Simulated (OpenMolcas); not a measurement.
# C2H3FO (acetyl fluoride) at CCSD(T)/ANO-S-VDZP

We compute the energy of C2H3FO (acetyl fluoride). 

The results are computed with OpenMolcas 26.06.

5 further runs of the same task are left out: 5 set aside as unsound or not needed.

### 1 The structure to begin with

C2H3FO has 7 atoms, charge 0, and is taken as a singlet. SMILES: `CC(=O)F`. The shape is that of a GFN2-xTB optimisation.

Bond lengths: C1–C2 1.485 Å, C2–O3 1.178 Å, C2–F4 1.369 Å, C1–H5 1.085 Å, C1–H6 1.089 Å, C1–H7 1.089 Å. Angles: C1–C2–O3 130.8°, C1–C2–F4 110.2°, O3–C2–F4 119.0°, C2–C1–H5 110.1°, C2–C1–H6 109.3°, C2–C1–H7 109.1°, H5–C1–H6 110.5°, H5–C1–H7 110.2°, H6–C1–H7 107.7°.

### 2 A single-point energy at CCSD(T)/ANO-S-VDZP

job.inp reads:

```
* C2H3FO CCSD(T)
&gateway
coord
7
bohr
C      0.92120369     0.02658845     0.84391389
C     -1.31611866    -0.06504437    -0.84669179
O     -3.48384239    -0.25900586    -0.38138453
F     -0.57581845     0.12625260    -3.31786775
H      0.33865782    -0.20889033     2.79641672
H      2.24272696    -1.45469227     0.30426480
H      1.87317212     1.83479179     0.60132975
basis
ANO-S-VDZP
group
NoSym
&seward
&scf
prorbitals
1 1
&rasscf
fileorb
$Project.ScfOrb
spin
1
nactel
0 0 0
inactive
16
ras2
0
outorbitals
Canonical
orblisting
Nothing
&motra
jobiph
frozen
4
&ccsdt
cct
triples
2
iterations
50
extrapolation
5 4
```

Started as:

```bash
export MOLCAS_MEM=1860
pymolcas job.inp > job.log
```

Q: Predict the results. Wanted: total energy; dipole moment; HOMO energy; LUMO energy; HOMO–LUMO gap; correlation energy; (T) correction.

**Answer.** As computed:

At CCSD(T)/ANO-S-VDZP, 4 core orbitals frozen:

```
                                   quantity          value
                               total energy  -252.54094 Eh
         dipole moment (mean-field density)         3.53 D
        HOMO energy (Hartree–Fock orbitals)      -13.60 eV
        LUMO energy (Hartree–Fock orbitals)        3.01 eV
      HOMO–LUMO gap (Hartree–Fock orbitals)       16.61 eV
correlation energy (4 core orbitals frozen)     -682.1 mEh
                             (T) correction     -19.41 mEh
```

Mulliken charges of the mean-field density run from -0.32 on F4 to +0.50 on C2. The triples make up 2.8 % of the correlation energy.
